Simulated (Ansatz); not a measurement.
```yaml
crystal:
  periodic: [false, false, false]
  atoms:
    - {symbol: N, position_ang: [0.038197, -0.945643, 0.099240]}
    - {symbol: Al, position_ang: [-0.032786, 0.863722, -0.066772]}
    - {symbol: H, position_ang: [0.304913, -1.578515, -0.642363]}
    - {symbol: H, position_ang: [-0.177002, -1.415210, 0.938807]}
    - {symbol: H, position_ang: [0.287194, 1.426729, -1.503963]}
    - {symbol: H, position_ang: [-0.434352, 1.617475, 1.262336]}
basis:
  gaussian: {orbitals: pcseg-2, fitting: {mean_field: cc-pVTZ-jkfit}}
magnetization: {spin_polarized: true, initial_magnetization: 6}
hamiltonian: {xc: {name: BHLYP}, dispersion: d3bj}
accuracy: high
output: {forces: true}
```

```sh
$ ansatz run in.yaml --threads 2 --pin off --events-out ev --progress --plain --max-ram 32768MiB --backend cpu
```

It prints (some lines left out):

```
Functional definition: BHLYP
320 factors; integrals over basis functions are off by at most 8.3e-1 eV
mean field evaluation 1: about -8132.4008 eV, gradient 1.8e1 eV
mean field evaluation 2: about -8133.2617 eV, gradient 1.4e1 eV
mean field evaluation 4: about -8134.5131 eV, gradient 1.0e0 eV
mean field evaluation 8: about -8134.5608 eV, gradient 4.0e-2 eV
mean field evaluation 16: about -8134.5609 eV, gradient 4.4e-5 eV
mean field -8134.56085530 eV, -298.9395976288 hartree, gradient 7.6e-8 eV, S^2 12.004886; 0 other end points of the search recorded, 0 dependent functions left out
reference -8134.56088295 eV, -298.9395986449 hartree; 15, 9 occupied and 105, 111 virtual orbitals, 320 factors
Total energy: -8134.65989774 eV, -298.9432373715 hartree
Atom 0 at     0.038197    -0.945643     0.099240 Å, force     0.314404    -1.543005    -0.685559 eV/Å
Atom 1 at    -0.032786     0.863722    -0.066772 Å, force    -0.016489     1.064074    -0.099901 eV/Å
Atom 2 at     0.304913    -1.578515    -0.642363 Å, force     0.335754    -0.692248    -0.944240 eV/Å
Atom 3 at    -0.177002    -1.415210     0.938807 Å, force    -0.521341    -1.060648     1.961167 eV/Å
Atom 4 at     0.287194     1.426729    -1.503963 Å, force     1.173522     0.800073    -4.855556 eV/Å
Atom 5 at    -0.434352     1.617475     1.262336 Å, force    -1.285850     1.431754     4.624089 eV/Å
Dipole moment:     0.004717    -0.241373     0.039134 e Å
```

Problem. What is wrong with this run?

Solution. The spin is set far too high for this molecule. The run converged. The result belongs to that input, not to the molecule as meant.
